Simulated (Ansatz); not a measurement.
fcc Ni was calculated with PBE (PAW; Ansatz, a quantum-chemistry and plane-wave program).

Numerical settings: plane-wave cutoff 500 eV, 36×36×36 k mesh, Fermi–Dirac smearing 0.1 eV, spin-polarised with parallel moments, scalar-relativistic PAW data made under PBE.

Computed at the level's own relaxed cell.

Q: What does this level give for the equilibrium volume per atom, lattice parameter a and magnetic moment per atom (the cell's total over its atoms)?

A: 
equilibrium volume per atom: 10.91 Å³/atom
lattice parameter a: 3.520 Å
magnetic moment per atom (the cell's total over its atoms): 0.63 μB

Measured, for comparison: equilibrium volume per atom 10.79 Å³/atom, lattice constant a 3.508 Å (static lattice: zero-point anharmonic expansion removed; as tabulated in Mejia-Rodriguez and Trickey (2018), arXiv:1807.09216). Computed (rounded) less measured: equilibrium volume per atom +1.1 %, lattice constant a +0.3 %.

Moments are spin moments.

The computed numbers hold no vibrational or temperature effects.

Computing time: roughly 2.7 core-minutes.
